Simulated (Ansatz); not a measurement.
Reaction (isomerisation): `C=C/N=C/S` → `CC1N=C1S`

Gas-phase electronic energies from Ansatz, PBE0-D4/def2-TZVP geometries. CBS: MP2 limit from def2 TZ/QZ plus the TZ coupled-cluster correction, frozen cores. DFT in def2-TZVPP. B3LYP here is the variant with VWN-RPA as its local correlation; programs differ in this. Each species was taken in one conformer, which may not be the lowest.

CCSD(T)/CBS gives +62.2 kJ/mol.

(1) Another level gave +59.5 kJ/mol. Which?
A. HF/def2-TZVPP
B. PBE0/def2-TZVPP
C. PBE/def2-TZVPP
D. B3LYP/def2-TZVPP

Largest T1 diagnostic among the species: 0.013.

## Answers

(1) C. PBE 59.5, B3LYP 76.6, HF/def2-TZVPP 80.9, PBE0 55.3 kJ/mol.

From PBE to PBE0 (25 % exact exchange), in def2-TZVPP and without D4, ΔE moves by −4.2 kJ/mol. In def2-TZVPP, CCSD(T) changes the Hartree–Fock value by −21.3 kJ/mol (the triples alone add −0.5 kJ/mol) and MP2 by −34.9 kJ/mol.

CCSD(T)/CBS has its own doubt, a few kJ/mol and more with outer-core shells, so smaller differences from it don't rank the levels.
